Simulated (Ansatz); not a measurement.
# CH (quartet): wB97M-V, HSE06 over a scan of the distance C1–H2, cc-pVTZ

Aim: run CH (quartet) with these functionals over a scan of the distance C1–H2, and hold them against the top wave-function level at the same points.

Program: Ansatz 0.2.0, Gaussian basis. Level of theory: cc-pVTZ, all electrons in the functionals. These are calculated values, not measurements.

To be run: wB97M-V, HSE06, at 0.869 Å; 0.993 Å; 1.089 Å; 1.224 Å; 1.334 Å; 1.512 Å; 1.708 Å; 2.060 Å; 2.437 Å; 2.979 Å; 3.731 Å.

14 further runs of the same task are left out: 10 that didn't finish, 4 set aside as unsound or not needed. Runs told in other sessions of the task aren't counted.

### Step 1. The geometry

The geometry derives from a PBE0/def2-TZVP stationary point (not a proven minimum). One bond is set to the value named and the two fragments are kept rigid.

2 atoms, charge 0, spin multiplicity 4.

Atoms are counted from 1 here; the program's logs count them from 0.

Bond lengths: C1–H2 1.089 Å.

As a file:

```xyz
2

C     0.0000    0.0000    0.0000
H     0.0000    0.0000    1.0894
```

No dispersion term is added; wB97M-V holds VV10 nonlocal correlation. HSE06 is the plane-wave form.

The geometry shown and the zero of energy belong to the point 1.089 Å. The yardstick, FCI, and other wave-function levels (R restricted, U unrestricted, valence and pair active spaces) come from earlier runs.

### Step 2. wB97M-V, 0.869 Å

in.yaml reads:

```yaml
crystal:
  periodic: [false, false, false]
  atoms:
    - {symbol: C, position_ang: [0.000000, 0.000000, 0.000000]}
    - {symbol: H, position_ang: [0.000000, 0.000000, 0.869000]}
basis:
  gaussian: {orbitals: cc-pVTZ}
magnetization: {spin_polarized: true, initial_magnetization: 3}
hamiltonian: {xc: {name: wB97M-V}}
output: {orbitals: {seedname: orbitals}}
```

Command:

```
$ ansatz run in.yaml --threads 1 --pin off --events-out ev --progress --plain --max-ram 2393MiB
```

Further steps of the session: wB97M-V, 0.993 Å; wB97M-V, 1.089 Å; wB97M-V, 1.224 Å; wB97M-V, 1.334 Å; wB97M-V, 1.512 Å; wB97M-V, 1.708 Å; wB97M-V, 2.060 Å; wB97M-V, 2.437 Å; wB97M-V, 2.979 Å; wB97M-V, 3.731 Å; HSE06, 0.869 Å; HSE06, 0.993 Å; HSE06, 1.089 Å; HSE06, 1.224 Å; HSE06, 1.334 Å; HSE06, 1.512 Å; HSE06, 1.708 Å; HSE06, 2.060 Å; HSE06, 2.437 Å; HSE06, 2.979 Å; HSE06, 3.731 Å.

Q: Predict the results of all the runs planned. Wanted: span of the FCI curve; largest miss, wB97M-V; largest miss, HSE06.

**Answer**, as computed:

```
             quantity                    value
span of the FCI curve            65.6 kcal/mol
largest miss, wB97M-V  -2.0 kcal/mol (2.060 Å)
  largest miss, HSE06  +4.5 kcal/mol (3.731 Å)
```

What this shows: Of the functionals, wB97M-V keep the smallest largest miss at the points compared (at most 2.0 kcal/mol) and HSE06 strays most (4.5 kcal/mol, at 3.731 Å). Functionals and the yardstick converge differently with the basis, so part of each miss in cc-pVTZ is the basis.
